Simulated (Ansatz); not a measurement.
**AlF₂ radical: one species, many methods**

An exercise on one series of results from a longer session: the logs are not shown, and one member is left open.

Method: functionals in def2-TZVPP, the program's frozen cores in correlated methods; program: Ansatz 0.2.0, Gaussian basis.

Plan: LDA (SPW92), PBE-D4, revPBE-D4, BLYP-D4, r2SCAN-D4, B97M-V, PBE0-D4, B3LYP-D4, r2SCANh-D4, r2SCAN0-D4, HSE06-D4, BHLYP-D4, CAM-B3LYP-D4, LC-ωPBE, ωB97X-V, ωB97M-V, B2PLYP, PBE-QIDH; CCSD(T)/def2-SVP; CCSD(T)/def2-TZVPP; CCSD(T)/def2-QZVPP; extrapolation to the limit; RPA on PBE.

### The relaxed structure

All runs share one geometry, relaxed beforehand with PBE0-D4 in a triple-zeta def2 set.

SMILES `[F][Al][F]`, 3 atoms, charge 0, spin multiplicity 2.

Atoms are counted from 1 here; the program's logs count them from 0.

Bond lengths: F1–Al2 1.647 Å, Al2–F3 1.647 Å. Angles: F1–Al2–F3 119.7°.

As a file:

```
atom     x (Å)     y (Å)     z (Å)
  F1   0.53297  -1.36118   0.13636
 Al2   0.38865   0.27539   0.24522
  F3  -0.93252   1.02099  -0.39478
```

The first run:

File in.yaml:

```yaml
crystal:
  periodic: [false, false, false]
  atoms:
    - {symbol: F, position_ang: [0.532970, -1.361180, 0.136357]}
    - {symbol: Al, position_ang: [0.388651, 0.275388, 0.245222]}
    - {symbol: F, position_ang: [-0.932521, 1.020992, -0.394781]}
basis:
  gaussian: {orbitals: def2-TZVPP}
magnetization: {spin_polarized: true, initial_magnetization: 1}
hamiltonian: {xc: lda}
output: {orbitals: {seedname: orbitals}}
```

Among the steps run: LDA; PBE-D4 (GGA); revPBE-D4 (GGA); BLYP-D4 (GGA); r2SCAN-D4 (meta-GGA); B97M-V (meta-GGA); PBE0-D4 (hybrid); B3LYP-D4 (hybrid); r2SCANh-D4 (hybrid); r2SCAN0-D4 (hybrid); HSE06-D4 (hybrid); BHLYP-D4 (hybrid); CAM-B3LYP-D4 (range-separated); LC-ωPBE-D4 (range-separated; the results give it without D4); ωB97X-V (range-separated); ωB97M-V (range-separated); B2PLYP (double hybrid); PBE-QIDH (double hybrid).

One table of the session follows, with a row left open; its other results are not shown here.

It belongs to the step «Orbital energies across the functionals». 

```
  functional  HOMO (eV)  LUMO (eV)  gap (eV)
 LDA (SPW92)      -5.98      -4.57      1.41
      PBE-D4      -5.94      -4.23      1.71
   revPBE-D4      -5.90      -4.07      1.82
     BLYP-D4      -5.75      -4.24      1.51
   r2SCAN-D4      -6.22      -3.71      2.51
      B97M-V      -5.82      -5.10      0.72
     PBE0-D4      -7.05      -3.34      3.71
    B3LYP-D4      -6.80      -3.74      3.06
  r2SCANh-D4      -6.63      -3.48      3.14
  r2SCAN0-D4      -7.24      -3.17      4.07
    HSE06-D4      -6.64      -3.71      2.93
    BHLYP-D4      -7.98      -2.70      5.27
CAM-B3LYP-D4      -8.29      -2.60      5.68
     LC-ωPBE      -9.64      -1.10      8.54
     ωB97X-V      -9.14      -1.36      7.78
     ωB97M-V          ?          ?         ?
```

Estimate the missing values for ωB97M-V.

**Answer.** HOMO (eV): -8.75; LUMO (eV): -1.86; gap (eV): 6.90. In the column «HOMO (eV)» it lies between ωB97X-V (-9.14) and CAM-B3LYP-D4 (-8.29).
